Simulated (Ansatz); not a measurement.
# AlH2OSi− (SMILES [O]1[AlH][SiH-]1): one structure at several levels

One table from this session's results is given with a row withheld; the runs are named, their logs left out.

Program: Ansatz 0.2.0, Gaussian basis. Level of theory: single points in def2-TZVPPD. These are calculated values, not measurements.

Correlated methods freeze the cores.

## Where the work starts

5 atoms, charge -1, spin multiplicity 1.

Atoms are counted from 1 here; the program's logs count them from 0.

Bond lengths: O1–Al2 1.824 Å, O1–Si3 1.634 Å, Al2–Si3 2.424 Å, Si3–H5 1.535 Å. Angles: Al2–O1–Si3 88.8°, O1–Al2–Si3 42.4°, O1–Si3–Al2 48.8°, O1–Si3–H5 100.0°, Al2–Si3–H5 140.9°.

Coordinates:

```xyz
5

O    -0.23530    0.36810    0.72550
Al    0.07760   -1.36180    0.23950
Si    1.11270    0.80520   -0.08890
H    -1.68940   -2.08390   -0.43780
H     0.75380    2.25570   -0.44140
```

Set-up of the first run:

File run/in.yaml:

```yaml
crystal:
  periodic: [false, false, false]
  atoms:
    - {symbol: O, position_ang: [-0.235300, 0.368100, 0.725500]}
    - {symbol: Al, position_ang: [0.077600, -1.361800, 0.239500]}
    - {symbol: Si, position_ang: [1.112700, 0.805200, -0.088900]}
    - {symbol: H, position_ang: [-1.689400, -2.083900, -0.437800]}
    - {symbol: H, position_ang: [0.753800, 2.255700, -0.441400]}
basis:
  gaussian: {orbitals: "def2-TZVPPD.json"}
total_charge: -1
correlation: {method: ccsd_t}
output: {forces: true}
```

The basis file named in the input lies beside it (Basis Set Exchange, JSON).

No record of the launch command was kept for these runs.

Among the steps run: CCSD(T)/def2-TZVPPD; PBE0-D4/def2-TZVPPD; wB97M-V/def2-TZVPPD; r2SCAN-D4/def2-TZVPPD; PBE-D4/def2-TZVPPD; SPW92/def2-TZVPPD; BHLYP-D4/def2-TZVPPD.

One of the session's tables, all rows but one given; the rest of the session is left out.

```
   method  RMS force component (eV/Å)  angle to CCSD(T) forces (°)
  CCSD(T)                       0.985                    reference
  PBE0-D4                           ?                            ?
  wB97M-V                       0.943                         11.3
r2SCAN-D4                       0.876                          6.8
   PBE-D4                       0.938                         15.8
    SPW92                       0.799                         12.2
 BHLYP-D4                       0.947                         24.3
```

Q: Estimate the row for PBE0-D4 from the others.

The run gave: RMS force component (eV/Å): 0.857; angle to CCSD(T) forces (°): 7.7. In the column «RMS force component (eV/Å)» it lies between SPW92 (0.799) and r2SCAN-D4 (0.876).

Caveats from the session: The anion's highest level is positive in at least one run, so there the basis alone may hold the extra electron.
